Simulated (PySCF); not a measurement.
# C4H3F (SMILES C#CC(=C)F) at 5 levels

Wanted: a comparison of 5 runs (HF/STO-3G, HF/3-21G, PBE0/def2-SVP, TPSS/pcseg-1, TPSSh/def2-SVPD) of C4H3F. 

Program for the calculation: PySCF 2.14.0.

## 1. The molecule

The species is C4H3F (8 atoms), meant as a singlet with charge 0. As SMILES, `C#CC(=C)F`. Geometry: relaxed at GFN2-xTB.

Bond lengths: C1–C2 1.201 Å, C2–C3 1.415 Å, C3–C4 1.326 Å, C3–F5 1.354 Å, C1–H6 1.049 Å, C4–H7 1.075 Å, C4–H8 1.073 Å. Angles: C1–C2–C3 178.0°, C2–C3–C4 125.6°, C2–C3–F5 114.2°, C4–C3–F5 120.2°, C2–C1–H6 178.7°, C3–C4–H7 120.9°, C3–C4–H8 120.6°, H7–C4–H8 118.5°.

## 2. Energy and gradient at HF/STO-3G (run 1)

The input, run.py:

```python
# C#CC(=C)F
import pyscf.grad
from pyscf import gto, scf

mol = gto.M(
    atom=[
    ('C', (-0.433800, 1.771530, 1.095840)),
    ('C', (-0.022330, 0.839620, 0.460640)),
    ('C', (0.505670, -0.236610, -0.290850)),
    ('C', (-0.162190, -1.321190, -0.659800)),
    ('F', (1.806030, -0.088050, -0.636300)),
    ('H', (-0.813920, 2.573940, 1.655350)),
    ('H', (0.314680, -2.095080, -1.233440)),
    ('H', (-1.194150, -1.444160, -0.391430)),
],
    spin=0,
    verbose=4,
    charge=0,
    basis='sto-3g',
    max_memory=1860,
)

mf = scf.RHF(mol)
mf.conv_tol = 1e-10
mf.kernel()
if not mf.converged:
    mf = mf.newton().run(mf.mo_coeff, mf.mo_occ)

energy = mf.e_tot
print('Final energy', energy)
grad = mf.Gradients().kernel()
mf.analyze()
```

Launch:

```console
$ OMP_NUM_THREADS=1 python run.py
```

What it wrote:

```text
PySCF version 2.14.0

[... 66 lines left out ...]
converged SCF energy = -249.258410630032
[... 16 lines left out ...]
Two-electron Energy =                  233.153295668438545
[... 6 lines left out ...]
MO #3   energy= -11.0341342273631  occ= 2
[... 4 lines left out ...]
MO #8   energy= -0.952982303499485 occ= 2
[... 4 lines left out ...]
MO #13  energy= -0.557220464945936 occ= 2
[... 4 lines left out ...]
MO #18  energy= -0.285132073573293 occ= 2
[... 4 lines left out ...]
MO #23  energy= 0.600404461405552  occ= 0
[... 4 lines left out ...]
MO #28  energy= 1.48935285954103   occ= 0
[... 39 lines left out ...]
Dipole moment(X, Y, Z, Debye): -0.98988,  0.01489,  0.33272
```

It took 1.4 s on 1 thread of Intel Xeon at 2.70GHz, shared host; peak memory 0.12 GiB.

## 3. Energy and forces at HF/3-21G (run 2)

run.py, as its differences from that of step 2:

```diff
@@ -2,3 +2,3 @@
 import pyscf.grad
-from pyscf import gto, scf
+from pyscf import gto
 
@@ -15,10 +15,9 @@
 ],
+    verbose=3,
+    basis='3-21g',
+    max_memory=1860,
     spin=0,
-    verbose=4,
-    charge=0,
-    basis='sto-3g',
-    max_memory=1860,
 )
 
-mf = scf.RHF(mol)
+mf = mol.RHF()
 mf.conv_tol = 1e-10
@@ -28,5 +27,6 @@
 
-energy = mf.e_tot
-print('Final energy', energy)
+etot = mf.e_tot
+print('Final energy', etot)
 grad = mf.Gradients().kernel()
-mf.analyze()
+dip = mf.dip_moment()
+pop, q = mf.mulliken_pop()
```

Launch:

```console
$ OMP_NUM_THREADS=1 python run.py
```

What it wrote:

```text
converged SCF energy = -251.173617300653
Final energy -251.17361730065332
--------------- RHF gradients ---------------
         x                y                z
0 C    -0.0109385226     0.0257143059     0.0170497996
1 C     0.0160399958    -0.0279636875    -0.0202316696
2 C     0.0122084433     0.0223708901     0.0085499797
3 C    -0.0052644626    -0.0132876384    -0.0054913948
4 F    -0.0090414435    -0.0006243949     0.0024265653
5 H     0.0000609345    -0.0014431139    -0.0006135921
6 H     0.0006093814    -0.0036696080    -0.0021899811
7 H    -0.0036743262    -0.0010967533     0.0005002931
----------------------------------------------
Dipole moment(X, Y, Z, Debye): -1.92690, -0.06152,  0.59827
 ** Mulliken pop  **
pop of  0 C 1s            1.98705
pop of  0 C 2s            0.42524
pop of  0 C 3s            0.70036
pop of  0 C 2px           0.46513
pop of  0 C 2py           0.57764
pop of  0 C 2pz           0.51229
pop of  0 C 3px           0.54075
pop of  0 C 3py           0.55984
pop of  0 C 3pz           0.56063
pop of  1 C 1s            1.98688
pop of  1 C 2s            0.43389
pop of  1 C 3s            0.55799
pop of  1 C 2px           0.49827
pop of  1 C 2py           0.59350
pop of  1 C 2pz           0.52196
pop of  1 C 3px           0.55305
pop of  1 C 3py           0.43965
pop of  1 C 3pz           0.50200
pop of  2 C 1s            1.98746
pop of  2 C 2s            0.40991
pop of  2 C 3s            0.81941
pop of  2 C 2px           0.44897
pop of  2 C 2py           0.61875
pop of  2 C 2pz           0.49288
pop of  2 C 3px           0.10186
pop of  2 C 3py           0.27455
pop of  2 C 3pz           0.44656
pop of  3 C 1s            1.98727
pop of  3 C 2s            0.39528
pop of  3 C 3s            0.97066
pop of  3 C 2px           0.57828
pop of  3 C 2py           0.56835
pop of  3 C 2pz           0.46428
pop of  3 C 3px           0.56136
pop of  3 C 3py           0.36359
pop of  3 C 3pz           0.58157
pop of  4 F 1s            1.98550
pop of  4 F 2s            0.44587
pop of  4 F 3s            1.57120
pop of  4 F 2px           0.67185
pop of  4 F 2py           0.90095
pop of  4 F 2pz           0.88307
pop of  4 F 3px           0.89361
pop of  4 F 3py           1.01007
pop of  4 F 3pz           1.01404
pop of  5 H 1s            0.45771
pop of  5 H 2s            0.18418
pop of  6 H 1s            0.46781
pop of  6 H 2s            0.27589
pop of  7 H 1s            0.46965
pop of  7 H 2s            0.28150
 ** Mulliken atomic charges  **
charge of    0C =     -0.32893
charge of    1C =     -0.08719
charge of    2C =      0.39966
charge of    3C =     -0.47064
charge of    4F =     -0.37617
charge of    5H =      0.35812
charge of    6H =      0.25630
charge of    7H =      0.24885
```

Run time: 2.2 s. Hardware: 1 thread of Intel Xeon at 2.70GHz, shared host; peak memory 0.12 GiB.

Runs 3 to 4 aren't shown in full; the table further down has their settings and results.

## 4. Energy and forces at TPSSh/def2-SVPD (run 5)

The input, calc.py:

```python
import pyscf.grad
from pyscf import gto, dft

system = gto.M(
    atom='''
C       -0.433800       1.771530       1.095840
C       -0.022330       0.839620       0.460640
C        0.505670      -0.236610      -0.290850
C       -0.162190      -1.321190      -0.659800
F        1.806030      -0.088050      -0.636300
H       -0.813920       2.573940       1.655350
H        0.314680      -2.095080      -1.233440
H       -1.194150      -1.444160      -0.391430
''',
    max_memory=1860,
    verbose=4,
    charge=0,
    basis='def2-svpd',
)

myscf = dft.RKS(system)
myscf.xc = 'tpssh'
myscf.conv_tol = 1e-10
myscf.grids.level = 5
myscf.kernel()
if not myscf.converged:
    myscf = myscf.newton().run(myscf.mo_coeff, myscf.mo_occ)

e_final = myscf.e_tot
print('E = %.10f Eh' % e_final)
grad = myscf.Gradients().kernel()
myscf.analyze()
```

Launch:

```console
$ OMP_NUM_THREADS=1 python calc.py
```

What it wrote:

```text
PySCF version 2.14.0

[... 96 lines left out ...]
Two-electron Coulomb Energy =          263.570252835898486
[... 17 lines left out ...]
MO #15  energy= -0.37923035557073  occ= 2
[... 15 lines left out ...]
MO #31  energy= 0.179916332522816  occ= 0
[... 15 lines left out ...]
MO #47  energy= 0.366875521788854  occ= 0
[... 15 lines left out ...]
MO #63  energy= 0.617717353392652  occ= 0
[... 15 lines left out ...]
MO #79  energy= 1.03485375011038   occ= 0
[... 15 lines left out ...]
MO #95  energy= 1.67423092694219   occ= 0
[... 15 lines left out ...]
MO #111 energy= 2.34640478076921   occ= 0
[... 15 lines left out ...]
MO #127 energy= 4.01673249494394   occ= 0
[... 138 lines left out ...]
Dipole moment(X, Y, Z, Debye): -1.55211, -0.10199,  0.45249
```

It took 90 s on 1 thread of Intel Xeon at 2.70GHz, shared host; peak memory 1.4 GiB.

## 5. All runs side by side

```
run            level  integration grid  energy (Eh)  dipole moment (D)  HOMO energy (eV)  LUMO energy (eV)  wall time
  1        HF/STO-3G                 –  -249.258411               1.04             -7.76              6.70      1.4 s
  2         HF/3-21G                 –  -251.173617               2.02             -9.70              3.11      2.2 s
  3    PBE0/def2-SVP                 5  -253.490755               1.56             -7.33             -0.96       26 s
  4     TPSS/pcseg-1                 5  -253.954206               1.56             -6.31             -1.83       53 s
  5  TPSSh/def2-SVPD                 5  -253.799696               1.62             -6.77             -1.54       90 s
```

## 6. Results

| quantity | value |
| --- | --- |
| run 5: total energy | -253.79970 Eh |
| run 5: dipole moment | 1.62 D |
| run 5: HOMO energy | -6.77 eV |
| run 5: LUMO energy | -1.54 eV |
| run 5: HOMO–LUMO gap | 5.23 eV |
| run 5: largest force on an atom | 1.092 eV/Å |

**Reading.** The dipole moment (its size) runs from 1.04 D (HF/STO-3G) to 2.02 D (HF/3-21G). The HOMO–LUMO gap runs from 4.47 eV (TPSS/pcseg-1) to 14.46 eV (HF/STO-3G). The two ends differ in method and basis. Totals of different functionals can't be ranked against each other. In run 1 the basis is minimal, so the values are rough. All runs together took 2.9 min, the longest 90 s.
